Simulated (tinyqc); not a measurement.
Inside a calculation (part 1 of 2). Method: RHF in the sto-6g basis, for H2O, spin multiplicity 1. Computed by tinyqc, a small Python program that keeps every step (integrals from PySCF). Settings: charge = 0, multiplicity = 1, basis = sto-6g, energy threshold = 1e-09, iteration cap = 73, orthogonalisation = symmetric, start = core, DIIS depth = 6, DIIS from iteration = 3, damping = 0.2, method = RHF. Command: `OMP_NUM_THREADS=1 python tinyqc.py 27501 27502 out.jsonl` (the two numbers bound the seeds that draw the settings). One thread of a shared host (Intel(R) Xeon(R) Processor @ 2.60GHz), about 0.1 s of CPU time with the checks. Later iterations appear only in the table of the cycle.

## One-electron integrals

Geometry (angstrom):
```
atom         x          y         z
O     0.000000   0.000000  0.000000
H     0.000000   0.674000  0.652000
H     0.000000  -0.674000  0.652000
```

Basis sto-6g: exponents (1/bohr^2) and contraction coefficients of normalised primitives:
```
element  l (shell)     exponent  coefficient
O            s (1)  1355.584234     0.009164
O            s (1)   248.544885     0.049361
O            s (1)    69.533902     0.168538
O            s (1)    23.886772     0.370563
O            s (1)     9.275933     0.416492
O            s (1)     3.820341     0.130334
O            s (2)    52.187762    -0.013253
O            s (2)    10.329320    -0.046992
O            s (2)     3.210345    -0.033785
O            s (2)     1.235135     0.250242
O            s (2)     0.536420     0.595117
O            s (2)     0.245881     0.240706
O            p (3)    52.187762     0.003760
O            p (3)    10.329320     0.037679
O            p (3)     3.210345     0.173897
O            p (3)     1.235135     0.418036
O            p (3)     0.536420     0.425860
O            p (3)     0.245881     0.101708
H            s (1)    35.523221     0.009164
H            s (1)     6.513144     0.049361
H            s (1)     1.822143     0.168538
H            s (1)     0.625955     0.370563
H            s (1)     0.243077     0.416492
H            s (1)     0.100112     0.130334
```

Overlap, kinetic and nuclear-attraction integrals over the contracted functions; the nuclear repulsion is the sum of Za Zb / Rab.

nuclear repulsion = 9.42142271 hartree

overlap S, order 1O 1s, 1O 2s, 1O 2px, 1O 2py, 1O 2pz, 2H 1s, 3H 1s:
$$\begin{pmatrix}
1.000000 & 0.231145 & 0.000000 & 0.000000 & 0.000000 & 0.057954 & 0.057954 \\
0.231145 & 1.000000 & 0.000000 & 0.000000 & 0.000000 & 0.489610 & 0.489610 \\
0.000000 & 0.000000 & 1.000000 & 0.000000 & 0.000000 & 0.000000 & 0.000000 \\
0.000000 & 0.000000 & 0.000000 & 1.000000 & 0.000000 & 0.287051 & -0.287051 \\
0.000000 & 0.000000 & 0.000000 & 0.000000 & 1.000000 & 0.277682 & 0.277682 \\
0.057954 & 0.489610 & 0.000000 & 0.287051 & 0.277682 & 1.000000 & 0.317943 \\
0.057954 & 0.489610 & 0.000000 & -0.287051 & 0.277682 & 0.317943 & 1.000000
\end{pmatrix}$$

kinetic energy T (hartree), order 1O 1s, 1O 2s, 1O 2px, 1O 2py, 1O 2pz, 2H 1s, 3H 1s:
$$\begin{pmatrix}
29.327197 & -0.896024 & 0.000000 & 0.000000 & 0.000000 & -0.001641 & -0.001641 \\
-0.896024 & 0.842618 & 0.000000 & 0.000000 & 0.000000 & 0.137629 & 0.137629 \\
0.000000 & 0.000000 & 2.531309 & 0.000000 & 0.000000 & 0.000000 & 0.000000 \\
0.000000 & 0.000000 & 0.000000 & 2.531309 & 0.000000 & 0.213457 & -0.213457 \\
0.000000 & 0.000000 & 0.000000 & 0.000000 & 2.531309 & 0.206490 & 0.206490 \\
-0.001641 & 0.137629 & 0.000000 & 0.213457 & 0.206490 & 0.768522 & 0.027166 \\
-0.001641 & 0.137629 & 0.000000 & -0.213457 & 0.206490 & 0.027166 & 0.768522
\end{pmatrix}$$

nuclear attraction V (hartree), order 1O 1s, 1O 2s, 1O 2px, 1O 2py, 1O 2pz, 2H 1s, 3H 1s:
$$\begin{pmatrix}
-62.386922 & -6.412153 & 0.000000 & 0.000000 & -0.023795 & -1.843823 & -1.843823 \\
-6.412153 & -10.111853 & 0.000000 & 0.000000 & -0.262752 & -4.014490 & -4.014490 \\
0.000000 & 0.000000 & -10.023943 & 0.000000 & 0.000000 & 0.000000 & 0.000000 \\
0.000000 & 0.000000 & 0.000000 & -10.159559 & 0.000000 & -2.097897 & 2.097897 \\
-0.023795 & -0.262752 & 0.000000 & 0.000000 & -10.150850 & -2.129581 & -2.129581 \\
-1.843823 & -4.014490 & 0.000000 & -2.097897 & -2.129581 & -5.965499 & -2.036211 \\
-1.843823 & -4.014490 & 0.000000 & 2.097897 & -2.129581 & -2.036211 & -5.965499
\end{pmatrix}$$

core Hamiltonian H = T + V (hartree), order 1O 1s, 1O 2s, 1O 2px, 1O 2py, 1O 2pz, 2H 1s, 3H 1s:
$$\begin{pmatrix}
-33.059725 & -7.308177 & 0.000000 & 0.000000 & -0.023795 & -1.845464 & -1.845464 \\
-7.308177 & -9.269235 & 0.000000 & 0.000000 & -0.262752 & -3.876860 & -3.876860 \\
0.000000 & 0.000000 & -7.492634 & 0.000000 & 0.000000 & 0.000000 & 0.000000 \\
0.000000 & 0.000000 & 0.000000 & -7.628250 & 0.000000 & -1.884440 & 1.884440 \\
-0.023795 & -0.262752 & 0.000000 & 0.000000 & -7.619541 & -1.923092 & -1.923092 \\
-1.845464 & -3.876860 & 0.000000 & -1.884440 & -1.923092 & -5.196977 & -2.009045 \\
-1.845464 & -3.876860 & 0.000000 & 1.884440 & -1.923092 & -2.009045 & -5.196977
\end{pmatrix}$$

## Two-electron integrals

Functions are numbered as in S; the eight-fold symmetry (ij|kl) = (ji|kl) = (kl|ij) leaves the list below.

Two-electron integrals (ij|kl) in chemists' order, unique and non-zero (hartree):
```
(11|11) 4.787491    (21|11) 0.675884    (21|21) 0.121505    (22|11) 1.117379
(22|21) 0.249212    (22|22) 0.817383    (31|31) 0.025762    (32|31) 0.039145
(32|32) 0.180664    (33|11) 1.117381    (33|21) 0.249212    (33|22) 0.817382
(33|33) 0.880663    (41|41) 0.025762    (42|41) 0.039145    (42|42) 0.180664
(43|43) 0.047461    (44|11) 1.117381    (44|21) 0.249212    (44|22) 0.817382
(44|33) 0.785741    (44|44) 0.880663    (51|51) 0.025762    (52|51) 0.039145
(52|52) 0.180664    (53|53) 0.047461    (54|54) 0.047461    (55|11) 1.117381
(55|21) 0.249212    (55|22) 0.817382    (55|33) 0.785741    (55|44) 0.785741
(55|55) 0.880663    (61|11) 0.181020    (61|21) 0.031174    (61|22) 0.062482
(61|33) 0.062345    (61|41) 0.001091    (61|42) 0.002126    (61|44) 0.062557
(61|51) 0.001056    (61|52) 0.002056    (61|54) 0.000204    (61|55) 0.062543
(61|61) 0.008153    (62|11) 0.417221    (62|21) 0.094244    (62|22) 0.339434
(62|33) 0.333974    (62|41) 0.005384    (62|42) 0.038768    (62|44) 0.342436
(62|51) 0.005208    (62|52) 0.037502    (62|54) 0.008185    (62|55) 0.341892
(62|61) 0.024273    (62|62) 0.171349    (63|31) 0.010761    (63|32) 0.059585
(63|43) 0.008102    (63|53) 0.007837    (63|63) 0.025013    (64|11) 0.208669
(64|21) 0.047828    (64|22) 0.183741    (64|33) 0.175335    (64|41) 0.013202
(64|42) 0.079709    (64|44) 0.196195    (64|51) 0.002361    (64|52) 0.019466
(64|54) 0.012341    (64|55) 0.179692    (64|61) 0.012920    (64|62) 0.112818
(64|64) 0.098613    (65|11) 0.201858    (65|21) 0.046267    (65|22) 0.177744
(65|33) 0.169612    (65|41) 0.002361    (65|42) 0.019466    (65|44) 0.174116
(65|51) 0.013045    (65|52) 0.078416    (65|54) 0.012459    (65|55) 0.189502
(65|61) 0.012498    (65|62) 0.109135    (65|64) 0.071198    (65|65) 0.093887
(66|11) 0.541220    (66|21) 0.124505    (66|22) 0.510207    (66|33) 0.489572
(66|41) 0.009730    (66|42) 0.093882    (66|44) 0.521551    (66|51) 0.009412
(66|52) 0.090818    (66|54) 0.030936    (66|55) 0.519498    (66|61) 0.032452
(66|62) 0.317554    (66|64) 0.239135    (66|65) 0.231330    (66|66) 0.774999
(71|11) 0.181020    (71|21) 0.031174    (71|22) 0.062482    (71|33) 0.062345
(71|41) -0.001091   (71|42) -0.002126   (71|44) 0.062557    (71|51) 0.001056
(71|52) 0.002056    (71|54) -0.000204   (71|55) 0.062543    (71|61) 0.008052
(71|62) 0.023598    (71|64) 0.011358    (71|65) 0.012142    (71|66) 0.031141
(71|71) 0.008153    (72|11) 0.417221    (72|21) 0.094244    (72|22) 0.339434
(72|33) 0.333974    (72|41) -0.005384   (72|42) -0.038768   (72|44) 0.342436
(72|51) 0.005208    (72|52) 0.037502    (72|54) -0.008185   (72|55) 0.341892
(72|61) 0.023598    (72|62) 0.144877    (72|64) 0.064817    (72|65) 0.089995
(72|66) 0.227397    (72|71) 0.024273    (72|72) 0.171349    (73|31) 0.010761
(73|32) 0.059585    (73|43) -0.008102   (73|53) 0.007837    (73|63) 0.020673
(73|73) 0.025013    (74|11) -0.208669   (74|21) -0.047828   (74|22) -0.183741
(74|33) -0.175335   (74|41) 0.013202    (74|42) 0.079709    (74|44) -0.196195
(74|51) -0.002361   (74|52) -0.019466   (74|54) 0.012341    (74|55) -0.179692
(74|61) -0.011358   (74|62) -0.064817   (74|64) -0.008536   (74|65) -0.039256
(74|66) -0.087323   (74|71) -0.012920   (74|72) -0.112818   (74|74) 0.098613
(75|11) 0.201858    (75|21) 0.046267    (75|22) 0.177744    (75|33) 0.169612
(75|41) -0.002361   (75|42) -0.019466   (75|44) 0.174116    (75|51) 0.013045
(75|52) 0.078416    (75|54) -0.012459   (75|55) 0.189502    (75|61) 0.012142
(75|62) 0.089995    (75|64) 0.039256    (75|65) 0.075766    (75|66) 0.155975
(75|71) 0.012498    (75|72) 0.109135    (75|74) -0.071198   (75|75) 0.093887
(76|11) 0.198963    (76|21) 0.045442    (76|22) 0.177974    (76|33) 0.173465
(76|44) 0.176284    (76|51) 0.003924    (76|52) 0.033662    (76|55) 0.184174
(76|61) 0.011628    (76|62) 0.091515    (76|64) 0.051492    (76|65) 0.065548
(76|66) 0.178159    (76|71) 0.011628    (76|72) 0.091515    (76|74) -0.051492
(76|75) 0.065548    (76|76) 0.059406    (77|11) 0.541220    (77|21) 0.124505
(77|22) 0.510207    (77|33) 0.489572    (77|41) -0.009730   (77|42) -0.093882
(77|44) 0.521551    (77|51) 0.009412    (77|52) 0.090818    (77|54) -0.030936
(77|55) 0.519498    (77|61) 0.031141    (77|62) 0.227397    (77|64) 0.087323
(77|65) 0.155975    (77|66) 0.379757    (77|71) 0.032452    (77|72) 0.317554
(77|74) -0.239135   (77|75) 0.231330    (77|76) 0.178159    (77|77) 0.774999
```

## Orthogonalisation

S = U s U^T; symmetric (Loewdin) form X = U s^(-1/2) U^T, so that X^T S X = 1.

eigenvalues of S: [0.330179, 0.405060, 0.879159, 1.000000, 1.101028, 1.276997, 2.007576]

X, order 1O 1s, 1O 2s, 1O 2px, 1O 2py, 1O 2pz, 2H 1s, 3H 1s:
$$\begin{pmatrix}
1.022852 & -0.139145 & 0.000000 & 0.000000 & -0.010838 & 0.019734 & 0.019734 \\
-0.139145 & 1.258233 & 0.000000 & 0.000000 & 0.132213 & -0.302681 & -0.302681 \\
0.000000 & 0.000000 & 1.000000 & 0.000000 & 0.000000 & 0.000000 & 0.000000 \\
0.000000 & 0.000000 & 0.000000 & 1.102949 & 0.000000 & -0.225941 & 0.225941 \\
-0.010838 & 0.132213 & 0.000000 & 0.000000 & 1.073644 & -0.169107 & -0.169107 \\
0.019734 & -0.302681 & 0.000000 & -0.225941 & -0.169107 & 1.232040 & -0.121164 \\
0.019734 & -0.302681 & 0.000000 & 0.225941 & -0.169107 & -0.121164 & 1.232040
\end{pmatrix}$$

## Starting guess

The start is the orbitals of the core Hamiltonian; D = 2 C_occ C_occ^T.

D at the start, order 1O 1s, 1O 2s, 1O 2px, 1O 2py, 1O 2pz, 2H 1s, 3H 1s:
$$\begin{pmatrix}
2.128373 & -0.600384 & 0.000000 & 0.000000 & -0.065308 & 0.092272 & 0.092272 \\
-0.600384 & 2.791723 & 0.000000 & 0.000000 & 0.421151 & -0.421088 & -0.421088 \\
0.000000 & 0.000000 & 2.000000 & 0.000000 & 0.000000 & 0.000000 & 0.000000 \\
0.000000 & 0.000000 & 0.000000 & 2.351606 & 0.000000 & -0.378661 & 0.378661 \\
-0.065308 & 0.421151 & 0.000000 & 0.000000 & 2.255452 & -0.293065 & -0.293065 \\
0.092272 & -0.421088 & 0.000000 & -0.378661 & -0.293065 & 0.148535 & 0.026589 \\
0.092272 & -0.421088 & 0.000000 & 0.378661 & -0.293065 & 0.026589 & 0.148535
\end{pmatrix}$$

## Iteration 1: building the Fock matrix

J_ij = sum D_kl (ij|kl), K_ij = sum D_kl (ik|jl); F = H + J - 0.5 K; E = tr D H + tr D J / 2 - 0.25 tr D K + E_nn.

Coulomb J (hartree), order 1O 1s, 1O 2s, 1O 2px, 1O 2py, 1O 2pz, 2H 1s, 3H 1s:
$$\begin{pmatrix}
18.862742 & 3.400417 & 0.000000 & 0.000000 & 0.005360 & 0.876647 & 0.876647 \\
3.400417 & 8.887053 & 0.000000 & 0.000000 & -0.007986 & 3.574779 & 3.574779 \\
0.000000 & 0.000000 & 8.892883 & 0.000000 & 0.000000 & 0.000000 & 0.000000 \\
0.000000 & 0.000000 & 0.000000 & 8.884860 & 0.000000 & 1.893292 & -1.893292 \\
0.005360 & -0.007986 & 0.000000 & 0.000000 & 8.883412 & 1.825490 & 1.825490 \\
0.876647 & 3.574779 & 0.000000 & 1.893292 & 1.825490 & 5.138910 & 1.821876 \\
0.876647 & 3.574779 & 0.000000 & -1.893292 & 1.825490 & 1.821876 & 5.138910
\end{pmatrix}$$

exchange K (hartree), order 1O 1s, 1O 2s, 1O 2px, 1O 2py, 1O 2pz, 2H 1s, 3H 1s:
$$\begin{pmatrix}
9.901671 & 1.598369 & 0.000000 & 0.000000 & 0.001647 & 0.439944 & 0.439944 \\
1.598369 & 2.853909 & 0.000000 & 0.000000 & -0.000369 & 1.008664 & 1.008664 \\
0.000000 & 0.000000 & 2.382854 & 0.000000 & 0.000000 & 0.000000 & 0.000000 \\
0.000000 & 0.000000 & 0.000000 & 2.372957 & 0.000000 & 0.401674 & -0.401674 \\
0.001647 & -0.000369 & 0.000000 & 0.000000 & 2.368655 & 0.384240 & 0.384240 \\
0.439944 & 1.008664 & 0.000000 & 0.401674 & 0.384240 & 0.531464 & 0.360845 \\
0.439944 & 1.008664 & 0.000000 & -0.401674 & 0.384240 & 0.360845 & 0.531464
\end{pmatrix}$$

Fock matrix F (hartree), order 1O 1s, 1O 2s, 1O 2px, 1O 2py, 1O 2pz, 2H 1s, 3H 1s:
$$\begin{pmatrix}
-19.147819 & -4.706945 & 0.000000 & 0.000000 & -0.019258 & -1.188789 & -1.188789 \\
-4.706945 & -1.809136 & 0.000000 & 0.000000 & -0.270554 & -0.806414 & -0.806414 \\
0.000000 & 0.000000 & 0.208822 & 0.000000 & 0.000000 & 0.000000 & 0.000000 \\
0.000000 & 0.000000 & 0.000000 & 0.070131 & 0.000000 & -0.191985 & 0.191985 \\
-0.019258 & -0.270554 & 0.000000 & 0.000000 & 0.079543 & -0.289722 & -0.289722 \\
-1.188789 & -0.806414 & 0.000000 & -0.191985 & -0.289722 & -0.323799 & -0.367591 \\
-1.188789 & -0.806414 & 0.000000 & 0.191985 & -0.289722 & -0.367591 & -0.323799
\end{pmatrix}$$

total energy of this density = -73.91236453 hartree

This density is the starting one.

## Iteration 1: diagonalisation and new density

Diagonalise F' = X^T F X, C = X C', fill 5 alpha and 5 beta electrons from the bottom; D = 2 C_occ C_occ^T; the new density keeps 0.2 of the old one (damping). Each column has its largest component positive (the first on a tie).

F' = X^T F X (hartree):
$$\begin{pmatrix}
-18.815940 & -2.461549 & 0.000000 & 0.000000 & -0.018488 & -0.223433 & -0.223433 \\
-2.461549 & -0.726736 & 0.000000 & 0.000000 & -0.060630 & -0.424125 & -0.424125 \\
0.000000 & 0.000000 & 0.208822 & 0.000000 & 0.000000 & 0.000000 & 0.000000 \\
0.000000 & 0.000000 & 0.000000 & 0.281157 & 0.000000 & -0.337009 & 0.337009 \\
-0.018488 & -0.060630 & 0.000000 & 0.000000 & 0.229213 & -0.283123 & -0.283123 \\
-0.223433 & -0.424125 & 0.000000 & -0.337009 & -0.283123 & 0.191233 & -0.130912 \\
-0.223433 & -0.424125 & 0.000000 & 0.337009 & -0.283123 & -0.130912 & 0.191233
\end{pmatrix}$$

orbital energies (hartree): MO1 -19.153014, MO2 -0.837127, MO3 -0.175392, MO4 0.068530, MO5 0.208822, MO6 0.668469, MO7 0.778694

coefficients C, order 1O 1s, 1O 2s, 1O 2px, 1O 2py, 1O 2pz, 2H 1s, 3H 1s:
$$\begin{pmatrix}
0.995580 & -0.209548 & 0.000000 & -0.142025 & 0.000000 & -0.105935 & 0.000000 \\
0.020991 & 0.756981 & 0.000000 & 0.750032 & 0.000000 & 0.816832 & 0.000000 \\
0.000000 & 0.000000 & 0.000000 & 0.000000 & 1.000000 & 0.000000 & 0.000000 \\
0.000000 & 0.000000 & 0.575445 & 0.000000 & 0.000000 & 0.000000 & 0.993709 \\
0.003868 & 0.241796 & 0.000000 & -0.642027 & 0.000000 & 0.869957 & 0.000000 \\
-0.004925 & 0.182289 & 0.498749 & -0.335641 & 0.000000 & -0.769231 & -0.847278 \\
-0.004925 & 0.182289 & -0.498749 & -0.335641 & 0.000000 & -0.769231 & 0.847278
\end{pmatrix}$$

D after iteration 1, order 1O 1s, 1O 2s, 1O 2px, 1O 2py, 1O 2pz, 2H 1s, 3H 1s:
$$\begin{pmatrix}
2.114093 & -0.510875 & 0.000000 & 0.000000 & 0.057925 & 0.025762 & 0.025762 \\
-0.510875 & 2.375959 & 0.000000 & 0.000000 & -0.393250 & -0.266387 & -0.266387 \\
0.000000 & 0.000000 & 2.000000 & 0.000000 & 0.000000 & 0.000000 & 0.000000 \\
0.000000 & 0.000000 & 0.000000 & 1.000141 & 0.000000 & 0.383472 & -0.383472 \\
0.057925 & -0.393250 & 0.000000 & 0.000000 & 1.204176 & 0.356665 & 0.356665 \\
0.025762 & -0.266387 & 0.000000 & 0.383472 & 0.356665 & 0.661162 & -0.159230 \\
0.025762 & -0.266387 & 0.000000 & -0.383472 & 0.356665 & -0.159230 & 0.661162
\end{pmatrix}$$

## Iteration 2: building the Fock matrix

As before.

Coulomb J (hartree), order 1O 1s, 1O 2s, 1O 2px, 1O 2py, 1O 2pz, 2H 1s, 3H 1s:
$$\begin{pmatrix}
17.617737 & 3.136947 & 0.000000 & 0.000000 & 0.000185 & 0.810240 & 0.810240 \\
3.136947 & 8.284367 & 0.000000 & 0.000000 & 0.073797 & 3.428897 & 3.428897 \\
0.000000 & 0.000000 & 8.296643 & 0.000000 & 0.000000 & 0.000000 & 0.000000 \\
0.000000 & 0.000000 & 0.000000 & 8.272551 & 0.000000 & 1.844100 & -1.844100 \\
0.000185 & 0.073797 & 0.000000 & 0.000000 & 8.283904 & 1.819285 & 1.819285 \\
0.810240 & 3.428897 & 0.000000 & 1.844100 & 1.819285 & 5.231539 & 1.808899 \\
0.810240 & 3.428897 & 0.000000 & -1.844100 & 1.819285 & 1.808899 & 5.231539
\end{pmatrix}$$

exchange K (hartree), order 1O 1s, 1O 2s, 1O 2px, 1O 2py, 1O 2pz, 2H 1s, 3H 1s:
$$\begin{pmatrix}
9.824451 & 1.527789 & 0.000000 & 0.000000 & 0.006077 & 0.421158 & 0.421158 \\
1.527789 & 2.645315 & 0.000000 & 0.000000 & -0.051125 & 1.131350 & 1.131350 \\
0.000000 & 0.000000 & 2.297382 & 0.000000 & 0.000000 & 0.000000 & 0.000000 \\
0.000000 & 0.000000 & 0.000000 & 1.844671 & 0.000000 & 0.595463 & -0.595463 \\
0.006077 & -0.051125 & 0.000000 & 0.000000 & 1.953855 & 0.594308 & 0.594308 \\
0.421158 & 1.131350 & 0.000000 & 0.595463 & 0.594308 & 1.211831 & 0.520293 \\
0.421158 & 1.131350 & 0.000000 & -0.595463 & 0.594308 & 0.520293 & 1.211831
\end{pmatrix}$$

Fock matrix F (hartree), order 1O 1s, 1O 2s, 1O 2px, 1O 2py, 1O 2pz, 2H 1s, 3H 1s:
$$\begin{pmatrix}
-20.354214 & -4.935125 & 0.000000 & 0.000000 & -0.026648 & -1.245803 & -1.245803 \\
-4.935125 & -2.307526 & 0.000000 & 0.000000 & -0.163392 & -1.013638 & -1.013638 \\
0.000000 & 0.000000 & -0.344682 & 0.000000 & 0.000000 & 0.000000 & 0.000000 \\
0.000000 & 0.000000 & 0.000000 & -0.278035 & 0.000000 & -0.338072 & 0.338072 \\
-0.026648 & -0.163392 & 0.000000 & 0.000000 & -0.312565 & -0.400960 & -0.400960 \\
-1.245803 & -1.013638 & 0.000000 & -0.338072 & -0.400960 & -0.571353 & -0.460293 \\
-1.245803 & -1.013638 & 0.000000 & 0.338072 & -0.400960 & -0.460293 & -0.571353
\end{pmatrix}$$

total energy of this density = -75.27664183 hartree

This density is a damped mixture and is not idempotent.

## Iteration 2: diagonalisation and new density

As before.

F' = X^T F X (hartree):
$$\begin{pmatrix}
-20.024856 & -2.493933 & 0.000000 & 0.000000 & -0.040801 & -0.229767 & -0.229767 \\
-2.493933 & -1.168613 & 0.000000 & 0.000000 & 0.098197 & -0.496236 & -0.496236 \\
0.000000 & 0.000000 & -0.344682 & 0.000000 & 0.000000 & 0.000000 & 0.000000 \\
0.000000 & 0.000000 & 0.000000 & -0.012576 & 0.000000 & -0.435852 & 0.435852 \\
-0.040801 & 0.098197 & 0.000000 & 0.000000 & -0.120938 & -0.356161 & -0.356161 \\
-0.229767 & -0.496236 & 0.000000 & -0.435852 & -0.356161 & 0.046116 & -0.135582 \\
-0.229767 & -0.496236 & 0.000000 & 0.435852 & -0.356161 & -0.135582 & 0.046116
\end{pmatrix}$$

orbital energies (hartree): MO1 -20.357613, MO2 -1.246639, MO3 -0.539434, MO4 -0.420472, MO5 -0.344682, MO6 0.620849, MO7 0.708556

coefficients C, order 1O 1s, 1O 2s, 1O 2px, 1O 2py, 1O 2pz, 2H 1s, 3H 1s:
$$\begin{pmatrix}
0.996530 & -0.222193 & 0.000000 & 0.106129 & 0.000000 & -0.113039 & 0.000000 \\
0.016605 & 0.840868 & 0.000000 & -0.594421 & 0.000000 & 0.861715 & 0.000000 \\
0.000000 & 0.000000 & 0.000000 & 0.000000 & 1.000000 & 0.000000 & 0.000000 \\
0.000000 & 0.000000 & 0.630801 & 0.000000 & 0.000000 & 0.000000 & 0.959524 \\
0.003520 & 0.157438 & 0.000000 & 0.723791 & 0.000000 & 0.823913 & 0.000000 \\
-0.003930 & 0.142256 & 0.449963 & 0.303301 & 0.000000 & -0.790811 & -0.874165 \\
-0.003930 & 0.142256 & -0.449963 & 0.303301 & 0.000000 & -0.790811 & 0.874165
\end{pmatrix}$$

D after iteration 2, order 1O 1s, 1O 2s, 1O 2px, 1O 2py, 1O 2pz, 2H 1s, 3H 1s:
$$\begin{pmatrix}
2.108748 & -0.475572 & 0.000000 & 0.000000 & 0.084131 & -0.000185 & -0.000185 \\
-0.475572 & 2.172266 & 0.000000 & 0.000000 & -0.555119 & -0.150454 & -0.150454 \\
0.000000 & 0.000000 & 2.000000 & 0.000000 & 0.000000 & 0.000000 & 0.000000 \\
0.000000 & 0.000000 & 0.000000 & 0.836684 & 0.000000 & 0.530833 & -0.530833 \\
0.084131 & -0.555119 & 0.000000 & 0.000000 & 1.118711 & 0.458387 & 0.458387 \\
-0.000185 & -0.150454 & 0.000000 & 0.530833 & 0.458387 & 0.635768 & -0.176203 \\
-0.000185 & -0.150454 & 0.000000 & -0.530833 & 0.458387 & -0.176203 & 0.635768
\end{pmatrix}$$
